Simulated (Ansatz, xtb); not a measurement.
Ligand exchange: C5H12 + H2S → C4H10S + CH4

Species: C5H12 (neopentane) `CC(C)(C)C`, singlet; H2S (hydrogen sulfide) `S`, singlet; C4H10S (2-methyl-2-propanethiol) `CC(C)(C)S`, singlet; CH4 (methane) `C`, singlet. The partners trade CH3 for SH: C–CH3 and H–SH bonds give way to C–SH and H–CH3.

Shapes, held fixed at every level: PBE0-D4/def2-TZVP. Flexible molecules stand in one conformer, not always the lowest. Programs: Ansatz 0.2.0, xtb 6.7.1, xtb 6.7.1 later snapshot. Electronic energies: no zero-point or thermal term.

| level | kind | ΔE (kJ/mol) | less CCSD(T)/CBS estimate |
| --- | --- | --- | --- |
| GFN1-xTB | semi-empirical | +7.0 | +7.6 |
| HF/def2-SVP | Hartree–Fock | +9.8 | +10.4 |
| SPW92/def2-TZVPP | LDA | +0.2 | +0.8 |
| PBE-D4/def2-TZVPP | GGA | -5.3 | -4.7 |
| r2SCAN-D4/def2-TZVPP | meta-GGA | -3.3 | -2.7 |
| BHLYP-D4/def2-TZVPP | global hybrid | -0.7 | -0.1 |
| PBE0-D4/def2-TZVPP | global hybrid | -2.0 | -1.4 |
| B2PLYP/def2-TZVPP | double hybrid | -1.3 | -0.7 |
| CCSD(T)/CBS estimate | coupled cluster or CI | -0.6 | 0.0 |

The highest level, CCSD(T)/CBS estimate, gives ΔE = -0.6 kJ/mol; the levels span -5.3 to +9.8. That is about zero within the method's error. They disagree on the sign: 3 of 9 are positive. The column of differences is taken from that level and isn't an error. No measured value is set beside it here. The CBS estimate extrapolates MP2 from def2-TZVPP and def2-QZVPP and adds CCSD(T) − MP2 in the triple-zeta set, cores frozen.
